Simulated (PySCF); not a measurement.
# Spin–spin coupling constants

Molfile (atoms numbered from 1):
```
BH6NO
     RDKit          3D

  9  8  0  0  0  0  0  0  0  0999 V2000
   -0.7064    0.3672    0.3563 N   0  0  0  0  0  0  0  0  0  0  0  0
    0.9467    0.1067    0.1811 B   0  0  0  0  0  0  0  0  0  0  0  0
    1.3936    1.1040   -0.7352 O   0  0  0  0  0  0  0  0  0  0  0  0
   -0.9112    1.2695    0.7879 H   0  0  0  0  0  0  0  0  0  0  0  0
   -1.1340    0.3616   -0.5709 H   0  0  0  0  0  0  0  0  0  0  0  0
   -1.1366   -0.3696    0.9159 H   0  0  0  0  0  0  0  0  0  0  0  0
    1.3687    0.1860    1.3392 H   0  0  0  0  0  0  0  0  0  0  0  0
    0.9552   -1.0379   -0.2758 H   0  0  0  0  0  0  0  0  0  0  0  0
    1.9276    1.7636   -0.2908 H   0  0  0  0  0  0  0  0  0  0  0  0
  1  2  1  0
  2  3  1  0
  1  4  1  0
  1  5  1  0
  1  6  1  0
  2  7  1  0
  2  8  1  0
  3  9  1  0
M  CHG  2   1   1   2  -1
M  END
```

Indirect spin–spin couplings were computed at B3LYP/pcJ-1 (PySCF) on a PBE0-D3(BJ)/def2-SVP structure, for the isolated molecule, without vibrational or relativistic corrections. Couplings are averaged over pairs made equivalent by symmetry, fast rotation or ring inversion, so a value needn't be that of the named pair in this geometry, while other rotamers aren't included; one pair stands for each set, and the list holds those of at least 0.8 Hz over up to four bonds.

Isotopes: 11B, 1H, 17O, 15N. Couplings to quadrupolar nuclei such as 17O and 33S are rarely resolved in practice.

| pair | bonds | J (Hz) |
| --- | --- | --- |
| N1, H4 | 1 | ? |
| B2, O3 | 1 | -3.3 |
| B2, H7 | 1 | 119.0 |
| O3, H9 | 1 | -79.2 |
| N1, O3 | 2 | 3.6 |
| N1, H7 | 2 | -7.8 |
| B2, H4 | 2 | -1.9 |
| B2, H9 | 2 | ? |
| O3, H7 | 2 | -6.4 |
| H4, H5 | 2 | ? |
| O3, H4 | 3 | -1.4 |
| H4, H7 | 3 | 4.8 |
| H7, H9 | 3 | ? |

Task: Estimate the withheld couplings, with signs.

Result: 
- 1J(N1,H4) = -70.7 Hz (bond length 1.021 Å)
- 2J(B2,H9) = -3.2 Hz (angle at O3 111°)
- 2J(H4,H5) = -11.0 Hz
- 3J(H7,H9) = 7.6 Hz (mean over equivalent pairs that range from 6.7 to 8.5 Hz in this conformer)
